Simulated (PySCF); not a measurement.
## H₂PO + H₂O → PH₄ + O₂

Level: PBE0 in the def2-TZVP basis family, all electrons, no relativity, computed in PySCF with density fitting; open shells unrestricted.

```csv
species,state and structure,ZPE (kJ/mol),H(298 K) − H(0) (kJ/mol),S° (J/(mol K))
H₂PO,"doublet, Cs, P–H 1.422 Å (×2), P–O 1.492 Å; H–P–H 102.4°, H–P–O 114.3° (×2)",51.7,10.4,246.3
H₂O,"singlet, C2v, O–H 0.960 Å (×2); H–O–H 105.1°",56.5,9.9,188.7
PH₄,"doublet, C2v, P–H 1.410 Å (×2), P–H 1.520 Å (×2); H–P–H 92.8° (×4), H–P–H 99.7°, H–P–H 171.3°",79.1,10.5,225.5
O₂,"triplet, D∞h, O–O 1.193 Å",10.3,8.7,204.9
```

(1) Is the gas-phase reaction uphill or downhill in electronic energy at this level, and by how much?

(2) Add zero-point, thermal and entropy terms for 298.15 K and 1 bar.

Results:

(1) At PBE0/def2-TZVP, ΔE = 473.7 kJ/mol, uphill. 

(2) ΔZPE = -18.8 and Δ[H(298) − H(0)] = -1.1 kJ/mol give ΔH° = 453.8 kJ/mol. ΔS° = -4.6 J/(mol K), so ΔG° = 453.8 − 298.15 × (-0.0046) = 455 kJ/mol.

Only the bonding shown was studied: isomers, or loss of a ligand pair, can lie lower.
